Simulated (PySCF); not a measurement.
Isomers of C4H7N and their computed core-level spectra.

Method used: delta-SCF UKS SCAN, pcX-2 on the ionised atom, pcseg-1 elsewhere, spin-free X2C (PySCF 2.14.0). Geometries: PBE0-D3(BJ)/def2-SVP; isolated species, one conformer each.

Line lists (1s up to Mg, 2p3/2 beyond; areas count atoms within a level, one atom standing for each set equivalent by bonding):
1. C 1s: 290.59 (area 2), 291.24 (area 1), 291.39 (area 1) eV; N 1s: 404.96 eV
2. C 1s: 289.89 (area 1), 290.07 (area 1), 291.54 (area 1), 292.10 (area 1) eV; N 1s: 405.00 eV
3. C 1s: 290.29 (area 1), 290.60 (area 1), 291.58 (area 1), 291.72 (area 1) eV; N 1s: 404.99 eV
4. C 1s: 290.13 (area 1), 290.34 (area 1), 290.45 (area 1), 291.43 (area 1) eV; N 1s: 404.94 eV
5. C 1s: 289.61 (area 1), 291.22 (area 1), 291.62 (area 2) eV; N 1s: 405.25 eV

Structures:
A. `C=CN1CC1`
B. `C=CCN=C`
C. `C=NC1CC1`
D. `CC#CCN`
E. `N[C@@H]1C=CC1`

Problem. Which list belongs to which compound?

Solution. 
- 1 = C: another candidate has the same counts of sites, so positions decide. C 1s: 290.59 three-membered-ring carbon (×2), 291.24 imine carbon, 291.39 sp3 carbon bound to nitrogen; N 1s: 404.96 imine nitrogen.
- 2 = D: another candidate has the same counts of sites, so positions decide. C 1s: 289.89 alkyne carbon, 290.07 alkyne carbon, 291.54 propargylic carbon, 292.10 sp3 carbon bound to nitrogen; N 1s: 405.00 primary amine nitrogen.
- 3 = B: another candidate has the same counts of sites, so positions decide. C 1s: 290.29 terminal =CH2 carbon, 290.60 alkene CH carbon, 291.58 sp3 carbon bound to nitrogen, 291.72 imine carbon; N 1s: 404.99 imine nitrogen.
- 4 = E: another candidate has the same counts of sites, so positions decide. C 1s: 290.13 alkene CH carbon, 290.34 alkene CH carbon, 290.45 allylic carbon, 291.43 sp3 carbon bound to nitrogen; N 1s: 404.94 primary amine nitrogen.
- 5 = A: another candidate has the same counts of sites, so positions decide. C 1s: 289.61 terminal =CH2 carbon, 291.22 vinylic carbon bearing nitrogen, 291.62 sp3 carbon bound to nitrogen (×2); N 1s: 405.25 enamine nitrogen.

1 of these hole states is spin-contaminated (⟨S²⟩ 0.85, against 0.75; counted from 0.85) and less certain.
